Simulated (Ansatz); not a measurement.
Two shapes of singlet BH3.

Shape 1:

```xyz
4

B    -0.0327   -0.0105    0.0363
H     1.2172    0.0195   -0.0448
H    -0.5711    1.0270   -0.0339
H    -0.6064   -1.0033   -0.0276
```

Shape 2:

```xyz
4

B    -0.0003    0.0101    0.0684
H     1.2085    0.0500   -0.0062
H    -0.5929    1.0002   -0.0700
H    -0.6435   -0.9802   -0.0034
```

Basis set: 6-31G (spherical functions). Left uncorrelated: 1 orbital. Charge 0, multiplicity 1.

Computed with Ansatz (development build ahead of 0.2.0); each method stands on the lowest determinant of its kind that the runs found.

Question: Which shape is lower in energy, and by how much in each method?

Answer:

```tsv
method	E(2) − E(1) (eV)
RHF	-0.018
RHF-MP2	-0.016
```

Shape 2 is lower.
